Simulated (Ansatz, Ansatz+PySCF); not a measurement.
```xyz
2

C     0.0000    0.0000   -0.1485
H     0.0000    0.0000    0.8913
```

UHF-MP2 on doublet CH was run in several spherical basis sets with Ansatz (development build ahead of 0.2.0). Frozen core: 1 orbital. Caution for UHF-MP2: another reference gives a lower total; the determinant breaks the point group; the unrestricted determinant is spin contaminated.

Problem. Rank the basis sets by the total energy that they give, lowest first, with the distance from the lowest.
A. cc-pVTZ
B. cc-pVDZ
C. def2-SVP
D. 6-31G(d)
E. def2-TZVP

Solution. A (0.00 eV), E (0.07 eV), B (0.85 eV), D (1.21 eV), C (1.89 eV).

Totals follow the description of the cores as much as that of the bonds, so this order isn't one of quality for chemistry.
